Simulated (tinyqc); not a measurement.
Harmonic frequencies on the RHF/sto-3g surface (energies and gradients from PySCF), for H2O, spin multiplicity 1, step by step. One step of it, computed by the program tinyqc.

Problem. One row of the Hessian: 2Hy. Displace 2Hy by +/-0.01 bohr; H(k, :) = (g(+) - g(-)) / (2 delta).

optimised positions (bohr), order 1O, 2H, 3H:
$$\begin{pmatrix}
-0.015197 & 0.043505 & -0.021007 \\
-0.046655 & 1.467803 & 1.189860 \\
0.122323 & -1.392255 & 1.168738
\end{pmatrix}$$

gradient at +delta (hartree/bohr), order 1O, 2H, 3H:
$$\begin{pmatrix}
0.00013991 & -0.00395078 & -0.00212895 \\
-0.00013460 & 0.00431275 & 0.00273450 \\
-0.00000530 & -0.00036197 & -0.00060555
\end{pmatrix}$$

gradient at -delta (hartree/bohr), order 1O, 2H, 3H:
$$\begin{pmatrix}
-0.00014225 & 0.00400780 & 0.00221470 \\
0.00013808 & -0.00438199 & -0.00282121 \\
0.00000417 & 0.00037419 & 0.00060651
\end{pmatrix}$$

Give: row of the Hessian.

Solution.

row of the Hessian (hartree/bohr^2): 1Ox 0.01411, 1Oy -0.39793, 1Oz -0.21718, 2Hx -0.01363, 2Hy 0.43474, 2Hz 0.27779, 3Hx -0.00047, 3Hy -0.03681, 3Hz -0.06060
